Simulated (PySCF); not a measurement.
Species: C4H4F2.
Bonds: F1–C2, C2–F3, C2–C4, C4–C5 (double), C5–C6, C2–C6. Hydrogens: H7 on C4; H8 on C5; H9, H10 on C6.

Computed with PBE0-D3(BJ)/def2-SVP geometry optimisation, gas phase in PySCF.

Task: What internal coordinates does the optimisation give?

Result: 
| bond | length (Å) | order |
| --- | --- | --- |
| F1–C2, C2–F3 | 1.349 | single |
| C2–C4 | 1.506 | single |
| C4=C5 | 1.341 | double |
| C5–C6 | 1.515 | single |
| C2–C6 | 1.548 | single |
| C4–H7 | 1.091 | single |
| C5–H8 | 1.093 | single |
| C6–H9, C6–H10 | 1.101 | single |

Bonds in one row agree within 0.01 Å and their mean is given. Orders are formal, as drawn. A selection of angles:
| angle | degrees |
| --- | --- |
| F1–C2–F3 | 106.6 |
| F1–C2–C4 | 115.9 |
| F1–C2–C6 | 115.0 |
| C4–C2–C6 | 88.0 |
| C2–C4–C5 | 92.1 |
| C2–C4–H7 | 132.7 |
| C5–C4–H7 | 135.2 |
| C4–C5–C6 | 95.7 |
| C4–C5–H8 | 132.9 |
| C6–C5–H8 | 131.4 |
| C5–C6–H9 | 116.4 |
| C2–C6–C5 | 84.1 |
| C2–C6–H9 | 114.0 |
| H9–C6–H10 | 110.0 |

Dihedral angles: F1–C2–C4–C5 -117° (anticlinal); C2–C4–C5–C6 0° (synperiplanar); C4–C5–C6–C2 0° (synperiplanar); F1–C2–C6–C5 118° (anticlinal).

The C–C distances run from 1.341 Å (C4=C5, drawn double) to 1.548 Å (C2–C6, drawn single), a spread of 0.207 Å. The 4-membered ring C2–C4–C5–C6 has internal angles of 84.1° to 95.7°; it is planar, 0.00 Å rms from its mean plane, widest ring torsion 0°.

Point group: Cs (tolerance 0.08 Å). PBE0-D3(BJ)/def2-SVP frequencies: not computed here.
